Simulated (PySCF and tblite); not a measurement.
The numbers below are computed, except where a source is named.
C₆H₁₀, numbered as in [CH2:1]=[CH:2][CH2:3][CH2:4][CH:5]=[CH2:6].

The ensemble was built from 150 distance-geometry starts (ETKDG and KDG, MMFF94s, GFN2-xTB) and rests on PBE0-D3(BJ)/def2-SVP geometries. Free energies are PBE0-D3(BJ)/def2-TZVP single points with GFN2-xTB rigid-rotor and vibrational terms (modes under about 100 cm⁻¹ blended into free rotors). Symmetry numbers and mirror images are counted. Conformers within 4 kcal/mol (GFN2-xTB free energy) were kept, 7 at most. Of two unlike H on one atom, a is the less shielded (PBE0/pcSseg-1). Codes: tblite and PySCF.

An NOE distance is ⟨r⁻⁶⟩^(−1/6) over all pairs of like atoms and, for the average, over conformers.

Torsions listed: C1–C2–C3–C4, C2–C3–C4–C5, C3–C4–C5–C6. Of a mirror pair one member is shown.

| conformer | shape | weight % |
| --- | --- | --- |
| 1 | -119°, 65°, 122° | 27.8 |
| 2 | 120°, 178°, 0° | 22.8 |
| 3 | 119°, 177°, 119° | 17.5 |
| 4 | 119°, 180°, -119° | 14.1 |

Not shown: 3 more, 17.8 % in all.

(1) Which H–H contacts under 3.5 Å would NOEs report (pairs on one atom left out) at 298.15 K?

The cap on conformers cut off some of the population, so the set may be incomplete.

## Answers

(1) 
```tsv
pair	in 1 (Å)	in 2 (Å)	in 3 (Å)	in 4 (Å)	average (Å)
H1b/H6b ··· H2/H5	2.72	2.72	2.73	2.73	2.72
H2/H5 ··· H3/H4	2.88	2.77	2.78	2.78	2.82
H1a/H6a ··· H3/H4	3.00	2.80	2.99	2.99	2.94
H1a/H6a ··· H2/H5	3.34	3.44	3.45	3.43	3.39
```

Longer pairs under the limit may be missing.
